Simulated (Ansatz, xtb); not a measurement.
Ligand exchange: CHClF2 + BH(CH3)(OH) → CH2F2O + BH(CH3)Cl

Gas-phase species: CHClF2 (difluorochloromethane) `FC(F)Cl`, singlet; BH(CH3)(OH), singlet; CH2F2O `OC(F)F`, singlet; BH(CH3)Cl, singlet. The partners trade Cl for OH: C–Cl and B–OH bonds give way to C–OH and B–Cl.

Shapes, held fixed at every level: PBE0-D4/def2-TZVP. Flexible molecules stand in one conformer, not always the lowest. Programs: Ansatz 0.2.0, xtb 6.7.1. The zero-point and thermal change to 298 K, harmonic and unscaled (PBE0-D4/def2-TZVP), is -0.2 kJ/mol.

```csv
level,kind,ΔH(298 K) (kJ/mol),less CCSD(T)/CBS estimate
GFN2-xTB,semi-empirical,-30.7,-33.5
SPW92/def2-TZVPP,LDA,+5.0,+2.2
B3LYP-D4/def2-TZVPP,global hybrid,+5.3,+2.5
PBE0-D4/def2-TZVPP,global hybrid,-0.3,-3.1
wB97M-V/def2-TZVPP,range-separated hybrid,+2.5,-0.3
wB97X-V/def2-TZVPP,range-separated hybrid,-0.1,-2.9
MP2/def2-SVP,perturbation theory,-7.2,-10.0
CCSD/def2-TZVPP,coupled cluster or CI,-1.7,-4.5
CCSD(T)/CBS estimate,coupled cluster or CI,+2.8,0.0
```

The highest level, CCSD(T)/CBS estimate, gives ΔH(298 K) = +2.8 kJ/mol; the levels span -30.7 to +5.3. That is about zero within the method's error. They disagree on the sign: 4 of 9 are positive. The column of differences is taken from that level and isn't an error. No measured value is set beside it here. The CBS estimate extrapolates MP2 from def2-TZVPP and def2-QZVPP and adds CCSD(T) − MP2 in the triple-zeta set, cores frozen.
